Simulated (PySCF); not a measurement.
Compound: C2H5ClO2S.
Atom-mapped SMILES: `[CH3:1][CH2:2][S:3](=[O:4])(=[O:5])[Cl:6]` (hydrogens: H7, H8, H9 on C1; H10, H11 on C2)

Torsions of this conformer, `[CH3:1][CH2:2][S:3](=[O:4])(=[O:5])[Cl:6]`: C1–C2–S3–O4 -48°.

The closed-shell ground state was solved at several levels (PySCF, density fitting, gas phase, non-relativistic). The structure is a single PBE0-D3(BJ)/def2-SVP conformer in the gas phase; no vibrational or solvent corrections.

| level | basis functions | HOMO (eV) | LUMO (eV) | gap (eV) | dipole (D) |
| --- | --- | --- | --- | --- | --- |
| mPW1PW91/pcSseg-2 | 300 | -9.22 | -1.88 | 7.34 | 4.30 |
| B97-D/pcSseg-2 | 300 | -7.65 | -2.76 | 4.89 | 4.13 |
| PBE0/pcSseg-2 | 300 | -9.19 | -1.85 | 7.34 | 4.29 |
| KT3/pcSseg-2 | 300 | -7.77 | -2.84 | 4.93 | 4.08 |
| KT2/pcSseg-2 | 300 | -7.76 | -2.87 | 4.89 | 4.13 |

**Question.** Estimate the row for B3LYP/pcSseg-2, a basis of 300 functions; the other rows only guide the guess.

**Answer.** HOMO -8.92 eV, LUMO -2.14 eV, gap 6.78 eV, dipole 4.30 D.

**Question.** In the pcSseg-2 basis, how does the gap go with the fixed share of exact exchange?

**Answer.** KT2 (0 %) 4.89 eV; B97-D (0 %) 4.89 eV; KT3 (0 %) 4.93 eV; B3LYP (20 %) 6.78 eV; PBE0 (25 %) 7.34 eV; mPW1PW91 (25 %) 7.34 eV. Each rise in the share widens the gap here.

**Question.** How far do the dipole and the HOMO energy spread over the levels?

**Answer.** The dipole runs from 4.08 to 4.30 D (mean 4.20 D) and the HOMO from -9.22 to -7.65 eV.
